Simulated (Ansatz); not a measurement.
Task: the interaction energy of a dimer with the counterpoise correction of H3OP, SMILES OP, with Ansatz 0.2.0, Python API. Give the script and its output. Settings (for the species named): B3LYP, def2-SVPD basis, multiplicity 1, D4 dispersion.

| atom | x (Å) | y (Å) | z (Å) |
| --- | --- | --- | --- |
| O | 0.5471 | -0.4305 | 0.8114 |
| P | 0.0948 | 0.2845 | -0.6186 |
| H | 0.8646 | -1.2728 | 0.6557 |
| H | -1.1477 | -0.2044 | -0.7338 |
| H | -0.3089 | 1.5495 | -0.1561 |

`dimer.py`
```python
# -*- coding: utf-8 -*-
"""Interaction energy of two H3OP molecules, with the counterpoise correction."""

import ansatz as az

params = {
    "basis": "def2-SVPD",
    "functional": "b3lyp",
    "vdw": "d4",
}

FIRST = [
    ("O", (0.5371, -0.4158, 0.8197)),
    ("P", (0.0848, 0.2992, -0.6103)),
    ("H", (0.8546, -1.2581, 0.664)),
    ("H", (-1.1577, -0.1897, -0.7255)),
    ("H", (-0.3189, 1.5642, -0.1478)),
]
SECOND = [
    ("O", (0.7855, 3.8557, 0.5209)),
    ("P", (1.7917, 4.1395, -0.7704)),
    ("H", (1.2472, 3.9406, 1.3046)),
    ("H", (2.3304, 2.9204, -0.9107)),
    ("H", (0.8855, 4.0013, -1.8366)),
]

def energy(atoms, ghosts=()):
    molecule = az.Crystal.molecule()
    for symbol, xyz in atoms:
        molecule = molecule.atom(symbol, xyz)
    calc = (
        molecule.calculation()
        .basis(gaussian=params["basis"])
        .functional(params["functional"], dispersion=params["vdw"])
    )
    deck = calc.input()
    if ghosts:
        deck = deck.set(az.key.basis.gaussian.ghost_atoms, [{"symbol": s, "position_ang": list(xyz)} for s, xyz in ghosts])
    return az.Session.from_dict(deck).plan().execute().report["free_energy_ev"]

# ghost atoms carry the functions of the partner
both = energy(FIRST + SECOND)
alone = energy(FIRST) + energy(SECOND)
ghosted = energy(FIRST, SECOND) + energy(SECOND, FIRST)
print(f"dimer {both:.6f} eV")
print(f"interaction, uncorrected   {23.060548 * (both - alone):8.3f} kcal/mol")
print(f"interaction, counterpoise  {23.060548 * (both - ghosted):8.3f} kcal/mol")
print(f"basis-set superposition    {23.060548 * (alone - ghosted):8.3f} kcal/mol")
```

```console
$ python dimer.py
dimer -22761.498679 eV
interaction, uncorrected     -2.349 kcal/mol
interaction, counterpoise    -1.748 kcal/mol
basis-set superposition       0.601 kcal/mol
```

Uncorrected it is -2.349 kcal/mol, with the counterpoise correction -1.748 kcal/mol; the difference, 0.60 kcal/mol, is the superposition error.

What to keep in mind:
- Total energies depend on the basis set; only differences at equal settings carry meaning.
- The dimer is a generated trial pose of unrelaxed monomers, not a minimum, so the figure is no binding energy, and the basis set is small.
- b3lyp holds the VWN-RPA fit, as in Gaussian; the form of ORCA and Turbomole is b3lyp5.
- The whole script took 12 s on 1 thread of Arm Neoverse V2, on a shared host, peak memory 0.31 GiB.

(A comment or docstring line of the script was reworded after the run, the code is as it ran; lines on the test bed's own set-up are left out of the output.)
